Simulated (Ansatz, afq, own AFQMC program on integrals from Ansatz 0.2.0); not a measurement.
# H2F, doublet in cc-pVTZ, levels against CCSDT(Q)

```yaml
atoms:
  - { symbol: H, position_ang: [0.0000, 0.0000, -1.1240] }
  - { symbol: H, position_ang: [0.0000, 0.0000, 0.1120] }
  - { symbol: F, position_ang: [0.0000, 0.0000, 1.0120] }
```

Basis cc-pVTZ. Only valence electrons are correlated. Ansatz 0.2.0 and our own AFQMC program on the same integrals; the CISD trial comes from CCSD amplitudes, and released means the phaseless constraint is let go. Error bars are statistical, one sigma.

Determinant: UHF, the one that the program's search chose, which needn't be the lowest solution. The geometry is a point of a scan.

No full CI on the walks' own integrals is used here; CCSDT(Q) serves as the reference and is uncertain by about the last step of the cluster series.

Cautions: the released energies are still falling, so no released level is given (meV from the phaseless value at times in 1/Eh: 2.0 ± 2.4 at 0.24, 0.3 ± 1.9 at 0.51, -1.4 ± 2.4 at 0.99, -4 ± 3 at 1.62, -12 ± 5 at 2.40), though the last usable value meets CCSDT(Q) within the noise.

The T1 diagnostic is 0.0089, the weight of the determinant in the CISD state is 0.950 and the ⟨S²⟩ of the determinant is 0.752. The size of the correlated space is 9 electrons in 57 orbitals.

| level | correlation energy (eV) |
| --- | --- |
| MP2 | -7.4880 |
| CCSD | -7.5654 |
| CCSD(T) | -7.7473 |

(1) Estimate where phaseless AFQMC with the Hartree–Fock trial lies against CCSD(T) on the same integrals.

(1) 1.10 ± 0.90 mEh below CCSD(T). The gap is under twice the noise, so this walk alone can't tell the two apart.

Reference: CCSDT(Q), correlation energy -7.756 eV.

```csv
level,E − E(reference) (mEh),share of correlation (%)
CCSD(T),0.31,99.89
CCSDT,0.24,99.92
ph-AFQMC/HF,-0.79 ± 0.90,100.28
ph-AFQMC/CISD,0.13 ± 0.10,99.96
```

A walk keeps the symmetry of its determinant, which the program's search chose and which needn't be the lowest solution, so a lower state of the same spin and another symmetry isn't excluded.
